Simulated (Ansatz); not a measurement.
Born–Oppenheimer molecular dynamics of CH3NO (6 atoms, charge 0, multiplicity 1). It starts at the highest image of a converged band. Of that band: Neighbouring images differ by up to 1.5 eV, so the band resolves the path poorly. A vibrational analysis at the climbing image gives one clearly imaginary mode, 1719i cm⁻¹: a first-order saddle point.

Computed with Ansatz 0.2.0, RKS PBE-D4/def2-SVP.

```json
{
  "ensemble": "NVE (velocity Verlet)",
  "time step": "0.5 fs",
  "steps asked": "200",
  "starting velocities drawn for": "100 K",
  "seed": "5021"
}
```

First frame:

```xyz
6
Properties=species:S:1:pos:R:3
N 0.199 -0.716 -0.410
C 0.242 0.470 0.201
O -0.896 0.971 0.667
H -0.708 -1.205 -0.503
H 1.040 -1.150 -0.788
H 0.165 1.565 0.787
```

Question: How far do the bonds stretch over the last three quarters of this one trajectory? (Pairs bonded in most of those frames.)

Answer: 
```tsv
bond	mean (Å)	spread (Å)	shortest	longest
N1–C2	1.350	0.062	1.24	1.45
N1–H4	1.041	0.018	1.01	1.07
N1–H5	1.022	0.009	1.00	1.04
C2–O3	1.362	0.049	1.28	1.44
O3–H6	1.001	0.053	0.90	1.09
```

Mean temperature of the second half: 1191 K. The conserved energy stayed within 0.63 meV per atom of its start (net change 0.17 meV per atom), so the integration is sound. The system heated up, since it started high on the potential surface and ran downhill. A run of 0.1 ps of so small a system gives no equilibrium averages. The orbitals stay closed-shell, which can raise the energy where a bond breaks towards radicals; this wasn't checked here.

Time of the run: 8.5 min on 1 CPU thread of a shared host.
